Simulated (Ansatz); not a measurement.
# Which is lower?

Two relaxed structures of AlSiH₅S, singlet (PBE0-D4/def2-TZVP; forces vanish, vibrations not checked).

A:

```xyz
8
angstrom
Al -0.5550 1.2780 -1.2189
S 0.8163 -0.4153 -1.1631
Si 0.4884 -1.0214 0.8639
H -1.3745 1.6232 0.0896
H -0.6580 2.0778 -2.5753
H 1.3565 -2.2014 1.0998
H -0.9296 -1.3994 1.0896
H 0.8558 0.0586 1.8143
```

B:

| atom | x (Å) | y (Å) | z (Å) |
| --- | --- | --- | --- |
| Al1 | -0.1934 | 0.9247 | -1.4049 |
| S2 | 0.6979 | -0.9627 | 0.8868 |
| Si3 | 1.6583 | -0.4445 | -1.1272 |
| H4 | -1.8591 | 1.1136 | 0.1596 |
| H5 | -1.2442 | 1.9588 | -2.0243 |
| H6 | 0.7065 | -2.3161 | 1.0168 |
| H7 | -1.4078 | 0.6289 | 0.5298 |
| H8 | 1.6576 | -0.8633 | 1.8448 |

Ansatz 0.2.0; basis: def2-TZVPP; cores frozen in the correlated methods. B3LYP uses VWN-RPA correlation.

Q: Which structure is lower at CCSD(T), and by how much? (To be estimated.)

A: Computed: A, by 475.8 kJ/mol (electronic energy, against the other). By their contacts, A is AlSiH₅S ([AlH2][S][SiH3]) and B is a complex of AlSiH₃S ([AlH][Si][SH2]) + H₂.

All methods give the same order:

```json
{"method": "PBE-D4", "E(B) − E(A) (kJ/mol)": "412.9"}
{"method": "r2SCAN-D4", "E(B) − E(A) (kJ/mol)": "464.8"}
{"method": "PBE0-D4", "E(B) − E(A) (kJ/mol)": "452.5"}
{"method": "B3LYP-D4", "E(B) − E(A) (kJ/mol)": "464.0"}
{"method": "wB97M-V", "E(B) − E(A) (kJ/mol)": "483.0"}
{"method": "HF", "E(B) − E(A) (kJ/mol)": "572.0"}
{"method": "MP2", "E(B) − E(A) (kJ/mol)": "490.0"}
{"method": "CCSD", "E(B) − E(A) (kJ/mol)": "495.0"}
{"method": "CCSD(T)", "E(B) − E(A) (kJ/mol)": "475.8"}
```

The T1 diagnostic stays at or below 0.019. The restricted Hartree–Fock reference is unstable towards an unrestricted one at one or more of these structures.

Labels in which every atom is bracketed show which atoms are joined, not bond orders.

For scale, one of the runs: CCSD(T)/def2-TZVPP, 196 basis functions, launched by `ansatz run in.yaml --threads 2 --pin off --events-out ev --progress --plain --max-ram 4352MiB`. The run took 32 s on 2 CPU threads of an Arm Neoverse V2 (shared host), with 1.9 GiB of host memory at its peak.
